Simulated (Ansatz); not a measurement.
For hcp Au (model structure), PBEsol (Ansatz, an electronic-structure program, PAW) gives:

* **lattice constant a**: 2.863 Å
* **lattice parameter c**: 4.798 Å

**Question.** What does r²SCAN (Ansatz, plane waves, PAW) give for the same quantities?

**Answer.** 
- lattice constant a: 2.891 Å (increases by 1.0 %)
- lattice parameter c: 4.857 Å (rises by 1.2 %)

Changes are worked out from the printed values.

Unless a cell is named, each level is at its own relaxed cell (PBEsol 17.03, r²SCAN 17.58 Å³/atom).

Levels without +SOC leave out spin–orbit coupling, which shifts energies and cells of such heavy elements.

Ansatz's density-functional and Hartree–Fock values are scalar-relativistic unless marked +SOC, with PAW data made under PBE.

A model structure was made by putting elements into a prototype or built by hand; it is no filed structure, need not be a known phase, and can be a saddle point held by its symmetry.
